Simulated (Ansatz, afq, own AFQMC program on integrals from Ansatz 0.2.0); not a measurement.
Integrals from Ansatz 0.2.0, then the random walk in our own AFQMC program (afq).

```yaml
crystal:
  periodic: [false, false, false]
  atoms:
    - {symbol: Al, position_ang: [0.000000, 0.000000, 0.000000]}
    - {symbol: Al, position_ang: [0.000000, 0.000000, 3.031047]}
basis:
  gaussian: {orbitals: cc-pVDZ}
total_charge: 1
magnetization: {spin_polarized: true, initial_magnetization: 1}
correlation: {method: ccsd_t, electrons: outside_noble_gas, hamiltonian_folder: ham}
```

```sh
$ ansatz run in.yaml --threads 1 --pin off --events-out ev --progress --plain --max-ram 1843MiB
```

Options of the walk:

```
--method phaseless --trial hf --walkers 180 --populations 1 --least-time 40 --time-step 0.005 --steps-per-block 20 --equilibration-blocks 112 --max-blocks 600 --target-error 0.00081 --factor-cut 1e-05 --start spin_pure --seed 1788 --taylor-order 6
```

Times are imaginary, in 1/Eh. The walk had a cap of 507 s.

```
orbitals 26  electrons 3 2  factors 170 of 364
reference energy -483.58298488 Eh
CCSD correlation -0.08915069 Eh in 12 cycles, weight of the determinant in the CISD state 0.8763
energy of the start -483.583699 Eh
 block  time / (1/Eh)  mean weight  energy / Eh
     1     0.100  1.0001  -483.590855
     2     0.200  1.0003  -483.597640
     3     0.300  1.0006  -483.602688
     4     0.400  1.0005  -483.606318
     5     0.500  0.9999  -483.611563
     7     0.700  0.9998  -483.620549
     9     0.900  1.0003  -483.628277
    18     1.800  1.0003  -483.651515
    52     5.200  0.9992  -483.675283
    86     8.600  0.9996  -483.682087
   120    12.000  1.0000  -483.668925
   154    15.400  0.9997  -483.668785
   188    18.800  0.9999  -483.666133
   222    22.200  0.9999  -483.663810
   256    25.600  1.0007  -483.659245
   290    29.000  0.9999  -483.675091
   307    30.700  0.9997  -483.658965
   324    32.400  0.9998  -483.669236
   358    35.800  0.9995  -483.668239
   392    39.200  0.9995  -483.674546
   426    42.600  1.0006  -483.664261
   460    46.000  1.0010  -483.667407
   494    49.400  1.0002  -483.684853
   528    52.800  1.0002  -483.684571
   562    56.200  0.9996  -483.680453
   596    59.600  0.9994  -483.675245
   630    63.000  0.9996  -483.669174
   664    66.400  1.0007  -483.673530
   698    69.800  1.0007  -483.672544
blocks merged  error / Eh  count
     1  0.000282  600
     2  0.000384  300
     4  0.000518  150
     8  0.000690  75
    16  0.000885  37
    32  0.001068  18
    64  0.001155  9
energy -483.670742 +/- 0.001068 Eh
(rows thinned)
```

(1) Estimate how long the walk took on 1 thread of Arm Neoverse V2, on a shared host.

The run passed its tests (sampling time, drift between the halves within three errors, error under three times the target), which doesn't prove that it has relaxed.

Against this walk (error 29.1 meV) on the same determinant: CCSD(T) 89.8 meV lower, CCSDT(Q) 112.3 meV lower, full CI 113.0 meV lower, a separate phaseless walk with a CISD trial and standard settings 107.5 ± 29.8 meV lower. The error is statistical and leaves out the bias of the constraint. Full CI is exact here, so the walk's 113 meV above it is the walk's own error: the bias of the constraint with this trial.

Cautions: constraint bias not in the error; error above the target (29.1 against 22.0 meV); unrestricted determinant slightly spin contaminated (⟨S²⟩ 0.81 against 0.75).

## Answers

(1) 120 s of wall time.

CCSDT and higher add their correlation energy to the determinant of the CCSD(T) run, since their own runs factorise the integrals more tightly (a shift of under 2 meV). A walk keeps the symmetry of its determinant, which the program's search chose and which needn't be the lowest solution, so a lower state of the same spin and another symmetry isn't excluded.
